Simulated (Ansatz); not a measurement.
Process, species as SMILES: S(F)F + 2 [H][H] (H2) → 2 F (HF) + S (H2S)
B3LYP-D3(BJ)/def2-TZVP geometries, fixed; electronic energies without zero-point terms.
Largest species:
```xyz
3

F     -1.2130    -0.5047     0.0161
S     -0.0057     0.5532     0.0075
F      1.2232    -0.4788    -0.0294
```

The energy of full hydrogenation at MP2 with Ansatz (a program for electronic structure), in kcal/mol, split into its Hartree-Fock and correlation parts. Cores are frozen. No added dispersion term, no relativity. Functions are those of the species that has most.

| basis | X | functions | Hartree-Fock | MP2 |
|---|---|---|---|---|
| cc-pV(D+d)Z | 2 | 51 | -86.36 | -81.89 |
| cc-pV(T+d)Z | 3 | 99 | -76.80 | -74.47 |
| cc-pV(Q+d)Z | 4 | 174 | -75.87 | -74.05 |
| cc-pV(5+d)Z | 5 | 282 | -75.94 | -73.95 |

Worked estimate of the basis-set limit from each neighbouring pair, with Hartree-Fock from the larger set and the correlation part extrapolated as X^-3.
Correlation parts: X = 2: 4.47, X = 3: 2.33, X = 4: 1.82, X = 5: 1.99.
- (2,3): (27·(2.33) - 8·(4.47))/19 = 1.43; with Hartree-Fock -76.80 the estimate is -75.37 kcal/mol.
- (3,4): (64·(1.82) - 27·(2.33))/37 = 1.45; with Hartree-Fock -75.87 the estimate is -74.42 kcal/mol.
- (4,5): (125·(1.99) - 64·(1.82))/61 = 2.17; with Hartree-Fock -75.94 the estimate is -73.77 kcal/mol.
The last two estimates differ by 0.65 kcal/mol; the largest set lies 0.18 from the last. Over the last step Hartree-Fock moves by -0.07 and the correlation part by 0.17.
